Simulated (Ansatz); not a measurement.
Species: CHO$_{2}$, charge 0, doublet. CHO2 (SMILES O=[C]O, doublet).
B3LYP-D3(BJ)/def2-TZVP minimum from Ansatz (a first-principles code):
```xyz
4

O     -1.0465    -0.3887    -0.0006
C     -0.0138     0.4391     0.0046
O      1.1479     0.2237    -0.0014
H     -0.7282    -1.3146    -0.0112
```
Charge 0, spin multiplicity 2.

Total energies in hartree (Ansatz). Open shells are spin-unrestricted; no spin-orbit coupling. Correlated methods leave the cores frozen. No relativity. For partners of very few electrons the exact lower level stands in for a higher one.

```tsv
species	HF/cc-pVTZ	CCSD(T)/cc-pVTZ	HF/cc-pVQZ	CCSD(T)/cc-pVQZ	CCSDT(Q)/cc-pVTZ
1: CHO2 (SMILES O=[C]O, doublet)	-188.20541	-188.83361	-188.22020	-188.89190	-188.83555
2: O (triplet)	-74.81176	-74.97396	-74.81729	-74.99357	-74.97430
3: C (triplet)	-37.69157	-37.78076	-37.69331	-37.78654	-37.78126
4: H (doublet)	-0.49981	-0.49981	-0.49995	-0.49995	-0.49981
```

Question: Work out the atomisation energy (electronic, to ground-state atoms) in kJ/mol: take Hartree-Fock from cc-pVQZ, extrapolate the CCSD(T) correlation energy as X^-3 (X = 3, 4), and add CCSDT(Q) - CCSD(T) in cc-pVTZ. 1 hartree = 2625.5 kJ/mol.

Answer: 
Species 1: correlation (64·(-0.67170) - 27·(-0.62820))/37 = -0.70344; step -0.00194; E1 = -188.22020 + (-0.70344) + (-0.00194) = -188.92558
Species 2: correlation (64·(-0.17628) - 27·(-0.16220))/37 = -0.18655; step -0.00034; E2 = -74.81729 + (-0.18655) + (-0.00034) = -75.00418
Species 3: correlation (64·(-0.09323) - 27·(-0.08919))/37 = -0.09618; step -0.00050; E3 = -37.69331 + (-0.09618) + (-0.00050) = -37.78999
Species 4: correlation (64·(0.00000) - 27·(0.00000))/37 = 0.00000; step +0.00000; E4 = -0.49995 + (0.00000) + (+0.00000) = -0.49995
-1·E1 +2·E2 +1·E3 +1·E4 = 0.62728 hartree = 1646.9 kJ/mol.
